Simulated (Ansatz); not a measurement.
A run of Ansatz (development build ahead of 0.2.0) on singlet CH4S at this shape:

```xyz
6

C     0.0000   -0.0252   -1.0566
S     0.0000   -0.0548    0.6104
H     0.0000   -0.9906   -1.3562
H    -0.8279    0.4219   -1.4268
H     0.8279    0.4219   -1.4268
H     0.0000    1.1751    0.7837
```

Its results:

```
Converged                       : yes
Total energy                    : -437.69220 hartree
Spin squared of the determinant : 0.000
```

(1) Which input gives this output? Name the method, the orbitals and the basis set, and write the input.

## Answers

(1) RHF in cc-pVDZ. An unrestricted run that stays on the closed shell gives the same numbers.

```yaml
crystal:
  periodic: [false, false, false]
  atoms:
    - { symbol: C, position_ang: [0.0, -0.02516, -1.05663] }
    - { symbol: S, position_ang: [0.0, -0.05483, 0.61037] }
    - { symbol: H, position_ang: [0.0, -0.99062, -1.35619] }
    - { symbol: H, position_ang: [-0.82789, 0.42188, -1.42681] }
    - { symbol: H, position_ang: [0.82789, 0.42188, -1.42681] }
    - { symbol: H, position_ang: [0.0, 1.17506, 0.78373] }
basis:
  gaussian: { orbitals: cc-pVDZ }
hamiltonian:
  xc: hf
```

Caution: no unrestricted run beside it, a lower state can exist.
